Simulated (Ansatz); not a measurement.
# AsH, triplet in aug-cc-pVDZ: errors against full CI

Geometry: a point of a stretch scan, not a stationary point.

```yaml
atoms:
  - { symbol: As, position_ang: [0.0000, 0.0000, 0.0000] }
  - { symbol: H, position_ang: [0.0000, 0.0000, 1.3520] }
```

Basis aug-cc-pVDZ; Ansatz 0.2.0. Correlated methods freeze the noble-gas cores and the filled d shells of p-block atoms, which leaves 6 electrons in 31 orbitals. Prefix R: restricted or restricted open-shell reference; prefix U: unrestricted. Active spaces: pair = (4e, 4o) about the gap; valence = (6e, 5o) chosen from the atoms' valence shells. No spin–orbit coupling is included, and no scalar relativity.

Full CI is exact within this basis and frozen core; it isn't the basis-set limit. The frozen core follows each run's orbitals, which can shift R against U totals by a few meV for light atoms and by up to 0.1 eV past Ca.

For open shells CISD is restricted-active-space CI with the open shells as a complete middle space.

* UHF ⟨S²⟩: 2.019
* T1 diagnostic (RCCSD): 0.0186
* largest doubles amplitude (RCCSD): 0.051

| level | E − E(full CI) (mEh) | share of correlation (%) | wall time |
| --- | --- | --- | --- |
| RHF | 104.68 | 0.00 | – |
| RMP2 | 21.83 | 79.15 | – |
| CISD | 5.12 | 95.11 | 0.69 s |
| RCCSD | 2.67 | 97.45 | – |
| RCCSD(T) | 0.56 | 99.47 | 1.2 s |
| BCCD(T) | 0.55 | 99.47 | 0.69 s |
| RCCSDT | 0.08 | 99.93 | – |
| RCCSDT(Q) | 0.00 | 100.00 | 2.5 s |
| CASSCF (pair space) | 90.41 | 13.63 | – |
| NEVPT2 (pair space) | 21.98 | 79.01 | 0.9 s |
| MRCISD (pair space) | 4.19 | 96.00 | – |
| MRCISD+Q (pair space) | -0.70 | 100.67 | 1.2 s |
| CASSCF (valence space) | 87.21 | 16.69 | – |
| NEVPT2 (valence space) | 21.47 | 79.49 | 0.84 s |
| MRCISD (valence space) | 3.76 | 96.41 | – |
| MRCISD+Q (valence space) | -0.66 | 100.63 | 1.1 s |

The correlation energy at full CI, counted from RHF, is -2.849 eV. That run took 32 s on 1 thread of Intel Xeon 6975P-C, shared host over 5,037,396 determinants.

Run but not shown, since their state or frozen core can't be matched to the reference's or they repeat it: UHF, UMP2, UCCSD, UCCSD(T), UCCSDT, UCCSDT(Q).

Times hold each run's SCF and search for its determinant on a shared host, so for small cases they say little of a method's own cost; they ran on 1 thread of Intel Xeon 6975P-C.

Not variational, and here over 5 meV under the exact energy: MRCISD+Q (pair space), MRCISD+Q (valence space).

The full-CI state has the irrep A2 of C2v, in the program's axes (one component, if the state is degenerate).

Natural occupations of full CI about the gap: 1.962 1.940 0.990 0.990 0.033 0.013 0.013 0.012 0.012 0.009; effectively unpaired electrons, Σ n²(2−n)², 2.03.
